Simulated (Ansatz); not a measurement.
Compare A (`C=C(C)SC=N`) with its isomer B (`C=CNC(=C)S`).

Program: Ansatz. Geometries: PBE0-D4/def2-TZVP. ΔE: electronic, gas phase. CCSD(T)/CBS adds triple-zeta CCSD(T) − MP2 to the extrapolated MP2 energy (def2 sets, frozen cores). DFT in def2-TZVPP. B3LYP here is the variant with VWN-RPA as its local correlation; programs differ in this. Each species was taken in one conformer, which may not be the lowest.

(1) Which is lower in electronic energy at CCSD(T)/CBS, and by how much? (An estimate is asked.)

(2) Give E(B) − E(A) in kcal/mol with HF/def2-TZVPP, B3LYP, PBE-D4, B3LYP-D4, PBE0-D4, ωB97M-V, B2PLYP. (Estimate.)

Largest T1 diagnostic: 0.013.

Results:

(1) Ansatz gave: A, by 6.3 kcal/mol.

(2) Computed: HF/def2-TZVPP 4.9, B3LYP 4.1, PBE-D4 4.5, B3LYP-D4 4.1, PBE0-D4 3.7, ωB97M-V 4.7, B2PLYP 5.2. None reverses the order clearly.

In def2-TZVPP, CCSD(T) changes the Hartree–Fock value by +1.7 kcal/mol (the triples alone add +0.5 kcal/mol) and MP2 by +1.3 kcal/mol. From PBE to PBE0 (25 % exact exchange), in def2-TZVPP and without D4, E(B) − E(A) moves by −0.9 kcal/mol.
